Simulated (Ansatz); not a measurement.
# CHNS: the cost of one run

Program: Ansatz 0.2.0. Level of theory: DFT r2SCAN, Gaussian basis cc-pV(T+d)Z, and further levels as typed in the inputs. These are calculated values, not measurements.

### 1 The starting structure

Bond lengths: H1–N2 1.000 Å, N2–C3 1.205 Å, C3–S4 1.570 Å. Angles: H1–N2–C3 131.0°, N2–C3–S4 174.0°.

Structure file:

```xyz
4

H    -1.4323   -0.7224    0.0000
N    -0.4323   -0.7224    0.0000
C     0.3582    0.1870    0.0000
S     1.5064    1.2578    0.0000
```

### 2 Relaxing the atoms: CHNS

File input.yaml:

```yaml
relax:
  f_tol: 0.001
  max_steps: 200
crystal:
  periodic: [false, false, false]
  atoms:
    - { symbol: H, position_ang: [-1.432332, -0.722397, 0.0] }
    - { symbol: "N", position_ang: [-0.432332, -0.722397, 0.0] }
    - { symbol: C, position_ang: [0.358219, 0.187028, 0.0] }
    - { symbol: S, position_ang: [1.506445, 1.257766, 0.0] }
basis:
  gaussian: { orbitals: "cc-pV(T+d)Z.json" }
hamiltonian:
  xc: r2scan
output:
  orbitals: {}
```

Started as:

```bash
> ansatz run input.yaml --threads 4 --pin off --max-ram 6144MiB --backend cpu --events-out ev --progress --plain --runs-dir out
```

What time and memory should one allow on 4 threads of AMD EPYC 9R45 (Zen 5), shared host?

About 3.8 s, with a peak of 0.19 GiB.
